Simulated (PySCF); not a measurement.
# Deprotonation sites of `N[SiH3]` (H5NSi)

Molecule: `N[SiH3]` (H5NSi). Optimised structure (Å), atoms numbered from 1:
```
N     1.0555   -0.0924   -0.1575
Si   -0.6665    0.0888   -0.0115
H     1.6814    0.5775    0.2743
H     1.4762   -1.0140   -0.1845
H    -1.2356   -0.2300    1.3406
H    -1.0014    1.5107   -0.3183
H    -1.3059   -0.8303   -0.9986
```

Computed at ωB97X-D3(BJ)/ma-def2-TZVP // PBE0-D3(BJ)/ma-def2-SVP with PySCF (density fitting, grid level 2). The prefix ma- adds one diffuse s and one diffuse p function on all atoms but H. Zero-point and thermal terms (298.15 K, 1 bar) come from unscaled PBE0-D3(BJ)/ma-def2-SVP harmonic frequencies, with soft modes damped to free rotors in the entropy.

| site | product | ΔH(acid) / kJ/mol | ΔG(acid) / kJ/mol | gas share | above best in DMSO / kJ/mol | above best in chloroform / kJ/mol |
| --- | --- | --- | --- | --- | --- | --- |
| N1 (nitrogen on the metalloid) | `[NH-][SiH3]` | 1588 | 1559 | > 99.9 % | 0.0 | 0.0 |
| Si2 (silicon) | `N[SiH2-]` | 1609 | 1579 | < 0.1 % | 30.9 | 28.2 |

ΔH and ΔG refer to AH → A⁻ + H⁺ in the gas phase. Shares are Boltzmann weights among the listed products; an error of 10 kJ/mol changes a ratio about 56-fold. Sites whose products fell apart, merged with another or lost in a GFN2-xTB screen aren't listed. Values in solvent are IEF-PCM free energies relative to the most favourable product.

Among these, N1 (nitrogen on the metalloid) wins by 20 kJ/mol in gas-phase free energy over Si2.

In DMSO the product from N1 is solvated 248 kJ/mol more strongly than the parent (electrostatics only).

In chloroform the product from N1 is solvated 197 kJ/mol more strongly than the parent (electrostatics only).

Vertical detachment energies of the anions: `N[SiH2-]` 1.76 eV.

Measured values (NIST Chemistry WebBook, evaluated or the median of agreeing entries): deprotonation enthalpy (ΔH) 1571 kJ/mol (computed 1588, difference 17); gas-phase acidity (ΔG) 1540 kJ/mol (computed 1559, difference 19). These are compared with the most favourable site that keeps the skeleton.

Hardware: 1 thread of Arm Neoverse N1, shared with other jobs. Command: `OMP_NUM_THREADS=1 python redox_run.py task.json out`. Structures, frequencies and single points: 3.5 min.
